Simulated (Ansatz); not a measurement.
bcc W was calculated with Hartree–Fock (plane waves, PAW; Ansatz, a first-principles code).

Run with plane-wave cutoff 460 eV, 14×14×14 k mesh, Fermi–Dirac smearing 0.05 eV, no spin polarisation, scalar-relativistic PAW data made under PBE.

Pressure at four volumes; x = ln(V/16.459 Å³). One pressure is withheld.

| V (Å³/atom) | x | P (GPa) |
|---|---|---|
| 15.782 | -0.0420 | 14.55 |
| 16.459 | 0.0000 | -0.72 |
| 16.834 | 0.0225 | -7.88 |
| 17.245 | 0.0466 | ? |

**Question.** Pass a parabola P(x) through the three rows shown, estimate the bulk modulus and its pressure derivative near zero pressure, and predict the withheld pressure.

**Answer.** Slopes between the rows: (-0.72 − (14.55))/(0.0000 − (-0.0420)) = -363.57 and (-7.88 − (-0.72))/(0.0225 − (0.0000)) = -318.22 GPa. Their difference over the span 0.0645 is c = 45.35/0.0645 = 703.1 GPa, so P(x) = 14.55 + (-363.57)(x − (-0.0420)) + 703.1 (x − (-0.0420))(x − (0.0000)). At the middle row B = −dP/dx = −[-363.57 + 703.1 × 0.0420] = 334.0 GPa, and B′ = dB/dP = 2c/B = 4.2. At x = 0.0466 the parabola gives -14.76 GPa; the run gives -14.80 GPa. The Birch–Murnaghan fit to the energies at all volumes has B0 = 336 GPa and B′ = 4.1.

Measured, for comparison: bulk modulus 312 GPa (zero-point energy and finite temperature contributions removed, our sources range from 300 to 328; as tabulated in doi:10.1021/acs.jctc.3c00612). Computed (rounded) less measured: bulk modulus +8 % (+2 % to +12 % over the range).

Spin–orbit coupling is not included.
